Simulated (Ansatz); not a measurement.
Start from `C#CC#CC` and change one atom or group to get `CC#CC#CC1CC1`.

Ansatz, PBE0-D4/def2-TZVP geometries, multiplicity 1. 

```tsv
property	`C#CC#CC`
LUMO energy (PBE/def2-TZVPP) / eV	-1.36
HOMO–LUMO gap (ωB97M-V/def2-TZVPP) / eV	10.88
HOMO energy (PBE0/def2-TZVPP) / eV	-7.16
size of the dipole moment (PBE/def2-TZVPP) / D	1.42
LUMO energy (PBE0/def2-TZVPP) / eV	-0.44
HOMO energy (ωB97M-V/def2-TZVPP) / eV	-9.25
```

**Question.** What does the change do to each property? (Estimate.)

**Answer.** The calculation gave: 
| property | `CC#CC#CC1CC1` | shift |
| --- | --- | --- |
| LUMO energy (PBE/def2-TZVPP) / eV | -1.08 | 0.28 |
| HOMO–LUMO gap (ωB97M-V/def2-TZVPP) / eV | 10.27 | -0.61 |
| HOMO energy (PBE0/def2-TZVPP) / eV | -6.42 | 0.74 |
| size of the dipole moment (PBE/def2-TZVPP) / D | 0.34 | -1.08 |
| LUMO energy (PBE0/def2-TZVPP) / eV | -0.19 | 0.25 |
| HOMO energy (ωB97M-V/def2-TZVPP) / eV | -8.46 | 0.79 |

With PBE0 the HOMO rises by 0.74 eV and the LUMO rises by 0.25 eV, so the gap narrows by about 0.49 eV. PBE moves the HOMO by 0.70 eV and ωB97M-V by 0.79 eV. Dipoles are sizes alone; their direction can turn.
